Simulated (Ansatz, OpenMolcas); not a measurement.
## How methods differ on PH (SMILES [PH])

The species is PH (2 atoms), meant as a triplet with charge 0. SMILES: `[PH]`. Geometry: relaxed at GFN2-xTB.

```xyz
2

P     0.0000    0.0000    0.0000
H     0.0000    0.0000    1.3991
```

Each level gives the energy change with the P1–H2 bond stretched from 1.399 to 1.749 Å (eV). The values are calculated.

```
          level                    kind     program  value (eV)  less FCI/3-21G
      UHF/3-21G            Hartree–Fock  OpenMolcas        0.50           +0.19
 U-revPBE/3-21G                     GGA      Ansatz        0.33           +0.02
  UM06-2X/3-21G         hybrid meta-GGA  OpenMolcas        0.46           +0.15
  U-wB97X/3-21G  range-separated hybrid      Ansatz        0.48           +0.17
     UMP2/3-21G     perturbation theory      Ansatz        0.47           +0.16
    UCCSD/3-21G   coupled cluster or CI      Ansatz        0.32           +0.01
UCCSDT(Q)/3-21G   coupled cluster or CI      Ansatz        0.31            0.00
  UCCSDTQ/3-21G   coupled cluster or CI      Ansatz        0.31            0.00
      FCI/3-21G      exact in the basis  OpenMolcas        0.31            0.00
```

FCI/3-21G is exact within its basis and frozen core, so for wave-function methods in that basis the difference is their error; functionals converge differently with the basis, so for them it is only a difference. The first shape isn't each level's own minimum. The values span 0.31 to 0.50 eV. All rows use very small basis sets, so even the best lies far from the true value.
